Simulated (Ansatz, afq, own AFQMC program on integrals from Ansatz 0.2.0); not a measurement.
N2H, quartet in cc-pVDZ, levels against CCSDT(Q)

```xyz
3

N     0.0000    0.3330    0.6260
N     0.0000   -0.2832   -0.6790
H     0.0000   -0.6921    0.7352
```

Connectivity, by distances: NH–N.

Basis cc-pVDZ. Only valence electrons are correlated. AFQMC by an in-house program on the Cholesky factors that Ansatz 0.2.0 writes for its CCSD(T) run. The CISD trial takes its coefficients from CCSD amplitudes. Released means that phaseless walkers are propagated on without the constraint, phases kept. Uncertainties: one standard error, sampling alone.

Determinant: UHF, the one that the program's search chose, which needn't be the lowest solution. The geometry is a point of a scan.

No full CI on the walks' own integrals is used here; CCSDT(Q) serves as the reference and is uncertain by about the last step of the cluster series.

Cautions: lower spins were not checked.

```
T1 diagnostic                               : 0.0180
weight of the determinant in the CISD state : 0.903
⟨S²⟩ of the determinant                     : 3.782
size of the correlated space                : 11 electrons in 31 orbitals
```

| level | correlation energy (eV) |
| --- | --- |
| MP2 | -6.3839 |
| CCSD | -7.2451 |
| CCSD(T) | -7.4306 |

Task: Estimate where AFQMC with the constraint released lies against CCSD(T) on the same integrals.

Result: 1.41 ± 0.55 mEh below CCSD(T).

Reference: CCSDT(Q), correlation energy -7.472 eV. The released energy is read at 1.62 1/Eh, later times being too noisy (meV from the phaseless value at times in 1/Eh: -4 ± 12 at 0.24, -1 ± 12 at 0.51, -2 ± 12 at 0.99, -12 ± 15 at 1.62, -16 ± 21 at 2.40).

| level | E − E(reference) (mEh) | share of correlation (%) |
| --- | --- | --- |
| CCSD(T) | 1.52 | 99.45 |
| CCSDT | 0.59 | 99.78 |
| ph-AFQMC/HF | 0.48 ± 2.30 | 99.82 |
| ph-AFQMC/CISD | 0.56 ± 0.36 | 99.80 |
| released AFQMC | 0.11 ± 0.55 | 99.96 |

A walk keeps the symmetry of its determinant, which the program's search chose and which needn't be the lowest solution, so a lower state of the same spin and another symmetry isn't excluded. Released energies are given only where the last usable release times agree within the noise; a slower fall can still hide under it.
